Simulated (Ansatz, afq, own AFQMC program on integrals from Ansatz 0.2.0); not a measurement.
GeHO, quartet: AFQMC among the cluster methods

```yaml
atoms:
  - { symbol: Ge, position_ang: [0.0000, -0.0270, 0.3220] }
  - { symbol: O, position_ang: [0.0000, 0.0391, -1.5319] }
  - { symbol: H, position_ang: [0.0000, 1.3243, 1.1067] }
```

Connectivity, by distances: GeH–O.

Basis cc-pVDZ. Only valence electrons are correlated. Integrals, coupled cluster, full CI and functionals: Ansatz 0.2.0; the random walks run on the same integrals in our own AFQMC program. The CISD trial takes its coefficients from CCSD amplitudes. Released means that phaseless walkers are propagated on without the constraint, phases kept. Free projection: walkers drawn from exp(T), propagated without any constraint. Its projection time is finite, and what remains of the start isn't in its error. Uncertainties: one standard error, sampling alone. No spin–orbit coupling.

Determinant: ROHF, the one that the program's search chose, which needn't be the lowest solution. The geometry is a point of a scan.

No full CI on the walks' own integrals is used here; CCSDT(Q) serves as the reference and is uncertain by about the last step of the cluster series.

Cautions: no relativity below Rb; no spin-orbit coupling; inner d shell frozen; lower spins were not checked.

The T1 diagnostic is 0.0308, the weight of the determinant in the CISD state is 0.893 and the size of the correlated space is 11 electrons in 31 orbitals.

```csv
level,correlation energy (eV)
MP2,-5.6209
CCSD,-6.3382
CCSD(T),-6.4869
```

Estimate where free-projection AFQMC lies against CCSD(T) on the same integrals.

3.3 ± 1.2 kJ/mol below CCSD(T).

Reference: CCSDT(Q), correlation energy -6.530 eV. The released energy is read at 2.40 1/Eh (meV from the phaseless value at times in 1/Eh: -4 ± 11 at 0.24, -14 ± 11 at 0.51, -23 ± 13 at 0.99, -26 ± 17 at 1.62, -35 ± 14 at 2.40).

| level | E − E(reference) (kJ/mol) | share of correlation (%) |
| --- | --- | --- |
| CCSD(T) | 4.2 | 99.34 |
| CCSDT | 1.3 | 99.79 |
| ph-AFQMC/HF | 5.7 ± 6.4 | 99.10 |
| ph-AFQMC/CISD | 3.2 ± 1.3 | 99.50 |
| released AFQMC | -0.2 ± 1.3 | 100.03 |
| free AFQMC | 0.9 ± 1.2 | 99.86 |

Free projections are given only where their last times agree within the noise and don't stop above the reference; a slow remainder of the start can still hide under it. A walk keeps the symmetry of its determinant, which the program's search chose and which needn't be the lowest solution, so a lower state of the same spin and another symmetry isn't excluded. Released energies are given only where the last usable release times agree within the noise; a slower fall can still hide under it.
